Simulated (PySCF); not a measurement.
Threshold energies of BH in a plasma

PBE0 in PySCF with def2-TZVPPD on every atom, for the lowest determinant that a PBE0 search found; no spin–orbit coupling.

```csv
species,state (unpaired electrons),Re (Å),ωe (cm⁻¹),energy of the minimum from the neutral (eV),De (eV),dissociates to
BH,singlet (closed shell),1.240,2330,0.00,3.49,B + H
BH⁺,doublet (σ ↑),1.208,2531,9.51,2.62,B⁺ + H
```

Task: Work out the lowest energy to break BH into atoms, from its vibrational ground state.

Result: D0 = De − ωe/2 = 3.49 − 0.14 = 3.35 eV (PBE0/def2-TZVPPD).

Task: Work out the ionisation energy of the B atom at this level and the threshold of dissociative ionisation.

Result: IE(B) = 9.51 + 2.62 − 3.49 = 8.64 eV, so B⁺ + H + e⁻ appears at D0 + IE(B) = 11.99 eV (PBE0/def2-TZVPPD). The measured IE(B) is 8.298 eV (NIST ASD).

These are thermodynamic thresholds; the onsets seen under electron impact lie higher where the geometry changes, and cross-sections peak well above them.

For an ion De counts to the pair picked by the measured ionisation energies or electron affinities, which need not be the lowest pair at this level. States were picked by a PBE0 search and need not be the measured ground states.
